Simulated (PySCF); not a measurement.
# How the method changes the constants of LiP

State: ³Σ⁻ (triplet), unpaired electrons π ↑↑. Set-up: PySCF, no relativity, basis sets Li def2-SVPD, P def2-SVPD. De refers to Li + P in their high-spin ground configurations, without counterpoise correction. The functionals are run spin-unrestricted. A positive dipole means Li(−)P(+).

```tsv
Level	Re (Å)	ωe (cm⁻¹)	De (eV)	μ (D)	CPU s a point (SCF and correlation, without the integrals)
UHF	2.356	494	0.74	-7.28	0.086
UHF-MP2	2.362	476	1.27	n/a	0.12
UHF-SCS-MP2	2.364	473	1.30	n/a	n/a
UHF-CCSD	2.366	470	1.31	n/a	n/a
UHF-CCSD(T)	2.371	465	1.36	n/a	0.93
PBE	2.336	482	1.89	-6.12	0.39
TPSS	2.341	487	1.95	-6.45	0.57
r²SCAN	2.346	484	1.83	-6.71	0.53
PBE0	2.327	497	1.81	-6.57	0.63
r²SCAN0	2.336	495	1.79	-6.88	0.62
BHandHLYP	2.316	507	1.81	-6.68	0.37
ωB97X	2.329	501	1.96	-7.05	0.46
```

The bond length runs from 2.316 Å (BHandHLYP) to 2.371 Å (UHF-CCSD(T)). De spans 0.74 eV (UHF, mean field) to 1.96 eV (ωB97X, range-separated hybrid). Correlation at CCSD(T) changes the Hartree–Fock bond energy by +0.62 eV; the triples alone change it by +0.05 eV.

Correlated steps freeze 5 core orbitals. Correlated levels converge slowly with the basis: in double zeta they bind strong bonds too weakly, by up to about 1 eV, and carry superposition errors of some tenths. The state is the lowest determinant that a PBE0 search found; another state may lie lower at other levels.

The whole job (state search and all levels along the bond) took about 1.3 min on 1 thread of Oxide Virtual Turin-like (shared host), peak memory 0.42 GiB.
